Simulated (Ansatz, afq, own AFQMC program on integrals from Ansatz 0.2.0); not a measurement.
Atomization energy of CH2N, quartet

```yaml
atoms:
  - { symbol: N, position_ang: [-0.0301, -0.1308, 0.6612] }
  - { symbol: C, position_ang: [0.1162, 0.1026, -0.7459] }
  - { symbol: H, position_ang: [-0.2826, 0.7427, 1.1410] }
  - { symbol: H, position_ang: [-0.6838, -0.1484, -1.4423] }
```

Connectivity, by distances: NH–CH.

Atoms in their ground-state spins without spin–orbit coupling (mostly on UHF) minus the molecule (UHF), without zero-point energy. The geometry is a stationary point, not shown to be a minimum.

Basis cc-pVDZ. Only valence electrons are correlated. Integrals, coupled cluster, full CI and functionals: Ansatz 0.2.0; the random walks run on the same integrals in our own AFQMC program. ph-AFQMC/CISD is guided by a CISD state made of CCSD amplitudes; releasing the constraint for a short imaginary time cuts its bias at the price of noise, slowly where states lie close. ± is one standard error of the sampling. The errors of all members are added in quadrature.

No full CI on the walks' own integrals is used here; CCSDT(Q) serves as the reference and is uncertain by about the last step of the cluster series. Each member takes its own surest rung, up to full CI.

The best estimate is CCSD(T) at the basis-set limit (CBS: def2-TZVPP and def2-QZVPP, with their diffuse functions for anions and beside diffuse sets, CCSD(T) itself extrapolated) plus the step from CCSD(T) to CCSDT(Q) in cc-pVDZ. Rows without CBS are in cc-pVDZ, the functionals in def2-TZVP; B2PLYP and the wave-function rows carry a basis error of their own. Core correlation and relativity beyond core potentials are missing, and ± holds the sampling alone.

Cautions: CH₂N (quartet): lower spins were not checked, the released energies move by 1.5 errors or more from one time to the next, so no released level is given (meV from the phaseless value at times in 1/Eh: -3 ± 11 at 0.24, -5 ± 10 at 0.51, -38 ± 13 at 0.99, -16 ± 15 at 1.62, -45 ± 19 at 2.40), though the last usable value meets CCSDT(Q) within the noise.

Best estimate: 237.4 kcal/mol.

```
        level  atomization energy (kcal/mol)  error against the best estimate (kcal/mol)
           HF                          152.0                                       -85.4
          MP2                          210.6                                       -26.9
         CCSD                          206.9                                       -30.5
      CCSD(T)                          209.5                                       -28.0
        CCSDT                          209.7                                       -27.7
     CCSDT(Q)                          209.9                                       -27.5
ph-AFQMC/CISD                    209.8 ± 0.2                                 -27.6 ± 0.2
       HF/CBS                          159.2                                       -78.2
      MP2/CBS                          237.6                                         0.2
  CCSD(T)/CBS                          237.0                                        -0.4
          PBE                          255.0                                        17.5
       r2SCAN                          247.6                                        10.1
         PBE0                          246.6                                         9.1
        B3LYP                          244.0                                         6.6
      wB97M-V                          239.4                                         1.9
       B2PLYP                          236.9                                        -0.5
```

Correlation beyond CCSD(T) adds 0.4 kcal/mol. Going to the basis-set limit adds 27.5 kcal/mol at CCSD(T). The perturbative (T) step is worth +2.6 kcal/mol. The functionals spread over 18.0 kcal/mol; B2PLYP comes nearest and PBE is 17.5 kcal/mol too high.

Best estimates are given only where the step beyond CCSD(T) is under 0.3 eV and no member's determinant is very poor (T1 over 0.05, or 0.07 for open shells, ⟨S²⟩ too high by 0.3, two states mixed), so the hardest cases are missing from such tables.

The functionals ran in a triple-zeta set and keep a basis error of their own, a few kJ/mol for each bond in atomization energies and more for double hybrids, so close places among them and the extrapolated levels can swap.

CCSDT and higher add their correlation energy to the determinant of the CCSD(T) run, since their own runs factorise the integrals more tightly (a shift of under 2 meV). Each member of a difference takes its own highest rung, so a best estimate needn't equal the limit plus the step of one row.
